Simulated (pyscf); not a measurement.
F–C(F)(F)–C(F)(F)–F + H atom (H•) → hydrogen fluoride (HF) + F–C•(F)–C(F)(F)–F, an atom transfer (doublet surface; C–F broken, F–H formed). Optimised with ωB97X-D3(BJ)/def2-SVP in PySCF. Energies in kcal/mol from the separated reactants.

Small-basis levels: PySCF, no dispersion term, spherical d functions. AM1 to PM7: differences of heats of formation from MOPAC. Open shells are spin-unrestricted. 

```tsv
level	barrier	reaction energy
HF/3-21G	[?]	+4.5
HF/6-31G*	64.2	+0.5
SVWN5/6-31G*	[?]	+9.4
B3LYP/6-311+G**	27.6	-20.3
PBE/def2-SVP	30.0	-1.9
B3LYP/def2-SVP	34.4	-6.2
PM7	25.7	-25.4
ωB97M-D3(BJ)/def2-TZVP	[?]	-11.1
```

**Question.** Fill in the missing entries.

**Answer.** 
- HF/3-21G, barrier: 51.0
- SVWN5/6-31G*, barrier: 27.2
- ωB97M-D3(BJ)/def2-TZVP, barrier: 38.8

Against the last row the barrier runs from -13.1 (PM7) to +25.4 kcal/mol (HF/6-31G*). ωB97M-D3(BJ)/def2-TZVP has limits of its own. One saddle was located; it need not be the lowest between these sides. The angle at the transferred F is 177°.
